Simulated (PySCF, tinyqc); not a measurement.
Worked calculation: CIS and TDHF on RHF in the sto-6g basis, frozen core, for BH, spin multiplicity 1. The lowest restricted solution is unstable here: a spin-polarised one lies 0.0074 hartree lower (PySCF). One step of it, computed by the program tinyqc.

Question. CIS matrix, singlets. A(ia,jb) = (e_a - e_i) d_ij d_ab + 2 (ia|jb) - (ij|ab).

orbital energies (hartree): MO1 -7.459446, MO2 -0.496782, MO3 -0.247638, MO4 0.256564, MO5 0.256564, MO6 0.467515

Two-electron integrals over orbitals (pq|rs), unique and non-zero (hartree); the lowest 1 orbital is frozen and left out:
```
(22|22) 0.498227    (32|22) -0.041639   (32|32) 0.109200    (33|22) 0.435760
(33|32) 0.036577    (33|33) 0.501116    (42|42) 0.073876    (43|42) 0.044554
(43|43) 0.048197    (44|22) 0.461362    (44|32) 0.071712    (44|33) 0.465267
(44|44) 0.587109    (52|52) 0.073876    (53|52) 0.044554    (53|53) 0.048197
(54|54) 0.031641    (55|22) 0.461362    (55|32) 0.071712    (55|33) 0.465267
(55|44) 0.523827    (55|55) 0.587109    (62|22) -0.039133   (62|32) -0.042145
(62|33) 0.003314    (62|44) -0.091494   (62|55) -0.091494   (62|62) 0.107845
(63|22) -0.017591   (63|32) 0.096396    (63|33) 0.047920    (63|44) 0.073532
(63|55) 0.073532    (63|62) -0.061909   (63|63) 0.112931    (64|42) -0.031755
(64|43) -0.003359   (64|64) 0.028340    (65|52) -0.031755   (65|53) -0.003359
(65|65) 0.028340    (66|22) 0.511459    (66|32) -0.061345   (66|33) 0.460511
(66|44) 0.451546    (66|55) 0.451546    (66|62) -0.012111   (66|63) -0.036007
(66|66) 0.561593
```

Give: CIS matrix A, singlet.

Answer.

CIS matrix A, singlet (hartree), lower triangle:
```
       2>4    2>5     2>6    3>4    3>5    3>6
2>4  0.440
2>5  0.000  0.440
2>6  0.000  0.000   0.669
3>4  0.017  0.000   0.000  0.135
3>5  0.000  0.017   0.000  0.000  0.135
3>6  0.000  0.000  -0.062  0.000  0.000  0.481
```
